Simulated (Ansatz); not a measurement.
**Relative stability**

Two relaxed structures of CH2NSi, doublet (PBE0-D4/def2-TZVP; forces vanish, vibrations not checked).

A:

```
atom    x (Å)    y (Å)    z (Å)
  N1  -0.2650  -1.0450   1.9198
  C2  -0.2233  -0.4203   0.9093
 Si3  -0.3017   0.7186  -0.5153
  H4  -0.3206  -0.5157  -1.4067
  H5   0.3862  -1.4812   2.5527
```

B:

```json
{"atom": "N1", "x (Å)": "-0.0482", "y (Å)": "-1.2141", "z (Å)": "1.8807"}
{"atom": "C2", "x (Å)": "-0.0906", "y (Å)": "-0.5493", "z (Å)": "0.9374"}
{"atom": "Si3", "x (Å)": "-0.2678", "y (Å)": "0.5619", "z (Å)": "-0.5060"}
{"atom": "H4", "x (Å)": "-0.5074", "y (Å)": "-0.2474", "z (Å)": "-1.7218"}
{"atom": "H5", "x (Å)": "0.9140", "y (Å)": "1.4490", "z (Å)": "-0.5904"}
```

Program: Ansatz 0.2.0. Basis: def2-TZVPP. Cores are frozen in the correlated methods; orbitals are unrestricted. B3LYP uses VWN-RPA correlation.

Question: Which structure is lower at CCSD(T), and by how much? (An estimate is asked for; the value comes from the calculation.)

Answer: By the calculation: B, by 1.145 eV (electronic energy, against the other). By their contacts, A is CH₂NSi ([NH][C][SiH]) and B is CH₂NSi ([N][C][SiH2]).

All methods give the same order:

```
   method  E(B) − E(A) (eV)
   PBE-D4            -0.693
r2SCAN-D4            -0.870
  PBE0-D4            -0.844
 B3LYP-D4            -0.880
  wB97M-V            -0.916
       HF            -1.535
      MP2            -1.173
     CCSD            -1.212
  CCSD(T)            -1.145
```

The T1 diagnostic stays at or below 0.028. ⟨S²⟩ of the unrestricted Hartree–Fock references: 0.78 to 0.82 (a pure state has 0.75). The unrestricted reference is spin-contaminated, which hurts MP2 most.

Labels in which every atom is bracketed show which atoms are joined, not bond orders.

For scale, one of the runs: CCSD(T)/def2-TZVPP, 132 basis functions, launched by `ansatz run in.yaml --threads 2 --pin off --events-out ev --progress --plain --max-ram 4352MiB`. The run took 30 s on 2 CPU threads of an Arm Neoverse V1 (shared host), with 1.4 GiB of host memory at its peak.
